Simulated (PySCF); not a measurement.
Molecule: `N[SiH2][PH3+]`, [H7NPSi]+.

Bonds (- single, = double, # triple, : aromatic): N1-Si2, Si2-P3. N1 carries H4, H5; Si2 carries H6, H7; P3 carries H8, H9, H10. Formal charges: P3 +1.

Total charge +1.

Frames of a GFN2-xTB Langevin trajectory at 300 K; GIAO PBE0/pcSseg-1 shieldings in PySCF, gas phase, non-relativistic; equivalent atoms averaged within each frame.

Chemical shifts δ = σref − σ; $^{15}$N (σref 267.73) against NH3; $^{29}$Si (σref 349.16) and $^{1}$H (σref 31.72) vs TMS; $^{31}$P (σref 318.38) vs H3PO4, all at this level. The references are static minima.

Problem. How do the shifts (ppm) fluctuate along the trajectory?

Solution. 
```csv
time (fs),N1,Si2,P3,H6/H7,H8/H9/H10,H4/H5
250,16.0,-23.6,-181.7,5.86,4.86,1.76
425,6.5,-21.4,-179.1,5.99,4.58,0.84
625,50.5,3.1,-196.1,6.30,4.94,3.64
800,40.6,-6.0,-218.5,6.23,3.65,2.60
1000,26.9,-27.4,-232.1,6.63,4.30,3.00
mean of frames,28.1,-15.0,-201.5,6.20,4.47,2.37
standard deviation,17.8,13.0,23.2,0.30,0.52,1.09
```

5 frames give an uncertainty of the mean of about the standard deviation over 2.2 at best, since frames this close in time may not be independent; classical motion lacks zero-point vibration, and the reference would need the same averaging.
